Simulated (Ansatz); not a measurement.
# C5HN: the cost of one run

Method: the levels named in each step, in Ansatz 0.2.0.

## Step 1: The structure to begin with

Bond lengths: C1–N2 1.175 Å, N2–C3 1.287 Å, C3–C4 1.214 Å, C4–C5 1.350 Å, C5–C6 1.206 Å, C6–H7 1.048 Å. Angles: C1–N2–C3 180.0°, N2–C3–C4 180.0°, C3–C4–C5 180.0°, C4–C5–C6 180.0°, C5–C6–H7 180.0°.

Coordinates:

```xyz
7

C     0.0000    0.0000   -3.6931
N     0.0000    0.0000   -2.5182
C     0.0000    0.0000   -1.2316
C     0.0000    0.0000   -0.0173
C     0.0000    0.0000    1.3331
C     0.0000    0.0000    2.5394
H     0.0000    0.0000    3.5877
```

## Step 2: A rough first relaxation, PBE-D4/def2-SVP

This run stands in another session on the same molecule. It ended at:

```xyz
7

C     0.0000    0.0000   -3.7565
N     0.0000    0.0000   -2.5529
C     0.0000    0.0000   -1.2535
C     0.0000    0.0000   -0.0158
C     0.0000    0.0000    1.3445
C     0.0000    0.0000    2.5765
H     0.0000    0.0000    3.6577
```

## Step 3: Relaxation, r2SCAN-D4/def2-TZVPP

Contents of input.yaml:

```yaml
crystal:
  periodic: [false, false, false]
  atoms:
    - { symbol: C, position_ang: [0.0, 0.0, -3.75647434] }
    - { symbol: "N", position_ang: [0.0, 0.0, -2.55286784] }
    - { symbol: C, position_ang: [0.0, 0.0, -1.25351037] }
    - { symbol: C, position_ang: [0.0, 0.0, -0.01576209] }
    - { symbol: C, position_ang: [0.0, 0.0, 1.34445789] }
    - { symbol: C, position_ang: [0.0, 0.0, 2.57647294] }
    - { symbol: H, position_ang: [0.0, 0.0, 3.65768382] }
basis:
  gaussian: { orbitals: def2-TZVPP }
hamiltonian:
  xc: r2scan
  dispersion: d4
relax:
  f_tol: 0.002
  max_steps: 150
```

Launch:

```sh
> ansatz run input.yaml --threads 4 --pin off --max-ram 10240MiB --backend cpu --events-out ev --progress --plain --runs-dir out
```

Q: Estimate wall time and peak memory on 4 threads of Arm Neoverse V1, shared host.

About 19 s, with a peak of 0.4 GiB.
